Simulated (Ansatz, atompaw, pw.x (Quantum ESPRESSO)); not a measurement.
**Equation-of-state test of one PAW (atompaw) potential (Mg)**

* Element: Mg (Z = 12)
* Generator: atompaw 4.2.0.5
* Type: PAW
* Functional: LDA (PW92)
* Relativity: scalar-relativistic
* Frozen core: [Ne]
* Valence charge: 2
* Reference configuration: 3s1 3p1
* Partial waves: 3s (bound): rc 2.90 bohr; 3s channel at 7.93 Ry: rc 3.00 bohr; 3p (bound): rc 3.00 bohr; 3p channel at 0.25 Ry: rc 3.00 bohr; 3d channel at -0.1 Ry: rc 3.00 bohr; 3d channel at 0.55 Ry: rc 3.00 bohr
* Local potential: troulliermartins scheme with l = 3 at -0.5 Ry, radius 2.45 bohr
* Core correction: smooth core density matched at 2.10 bohr
* Augmentation charge: besselshape compensation charge, radius 2.20 bohr; PAW radius 3.00 bohr; waves and projectors: custom rrkj gramschmidtortho

Atomic tests: cutoffs needed: 6 Ry and 6 Ry (the cutoffs (Ry, on a coarse ladder) from which the occupation-weighted sum of valence levels, in a spherical-Bessel basis at the reference potential, stays within 10 and 1 mRy of its value at 400 Ry); ghost test: no extra level below or beside the all-electron valence levels (s, p, d, f tested) (spherical-Bessel basis up to 400 Ry, 20 bohr box); lowest eigenvalue of the overlap operator: 0.11 (s channel).

Crystal test: diamond Mg in pw.x 7.5, no spin, 8³ k-points, Fermi–Dirac smearing 0.01 Ry, cutoffs 40/400 Ry. The reference is all-electron LAPW (Ansatz 0.2.0) with the same functional, mesh and smearing; V0 and B0 come from Birch–Murnaghan fits to the pressures at five volumes. Errors are pseudo minus all-electron; Δ is the rms difference of the E(V) curves that follow from these fits, minima aligned, over ±6 % about the mean V0. Mesh and smearing are coarse, so the numbers serve the comparison and aren't converged zero-temperature values; the lattice is a test structure that the element need not adopt.

```tsv
V (Å³/atom)	P all-electron (GPa)	P pseudo (GPa)
35.736	0.70	0.53
36.677	0.33	0.15
37.617	-0.01	-0.18
38.557	-0.30	-0.47
39.498	-0.55	-0.73
```

All-electron: a0 = 6.700 Å (V0 = 37.60 Å³/atom), B0 = 12.5 GPa.

Pseudopotential: mean pressure error (GPa): -0.17; a0 (Å): 6.670; a0 error (%): -0.46; B0 error (%): +5.4; Δ (meV/atom): 1.4. The largest radius (3.00 bohr) exceeds half the bond length (2.74 bohr), so the spheres overlap, which is one possible source of error among others.

**Question.** At the middle volume, how do free energy and pressure move when the wave cutoff is lowered (ecutrho held at 400 Ry)?

**Answer.**

| cutoff (Ry) | shift of F (meV/atom) | shift of P (GPa) |
| --- | --- | --- |
| 18 | +0.1 | -0.00 |
| 24 | +0.0 | +0.00 |
| 32 | +0.0 | +0.00 |

The run at the middle volume (29 k-points, 8 iterations) took about 16 s on one core of a shared host (Intel(R) Xeon(R) Platinum 8488C, 96 threads, 744 GiB, load 41).
